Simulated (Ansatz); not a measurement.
## Down a group: atomization energies of H$_{2}$B–F, H$_{2}$B–Cl

Ansatz 0.2.0, basis cc-pVTZ; geometries are PBE0/def2-TZVP minima. Wave-function levels freeze the cores; HF, MP2 and coupled cluster are restricted for singlets and unrestricted otherwise, atoms included. The reference is CCSDT(Q) (coupled cluster only where its series has nearly closed). An error is the level's value less the reference. None of these values is a measured one. Energies are electronic, without zero-point terms. No spin–orbit coupling and no scalar relativity. The species are chosen: bound, without strong static correlation by their natural occupations or amplitudes, in their lowest spin state as far as vertical gaps and like structures tell, and with a ladder that closes on the reference, so errors are smaller than for species at large; levels whose determinant breaks symmetry or spin markedly are left out.

```csv
species,bonds (Å),quantity,symmetry of the states,reference,value (kJ/mol),error HF,error MP2,error CCSD,error CCSD(T),error CCSDT
"H2B–F, singlet","B–F 1.317, B–H 1.197, angles at B 118/124°",atomization,A1,CCSDT(Q),1410.4,-265.1,33.5,-14.0,0.1,-0.7
"H2B–Cl, singlet","B–Cl 1.733, B–H 1.190, angles at B 118/124°",atomization,A1,CCSDT(Q),1218.1,-219.1,21.8,-14.2,-0.3,-1.0
```

The reference falls from F to Cl, by 192.3 kJ/mol in all.
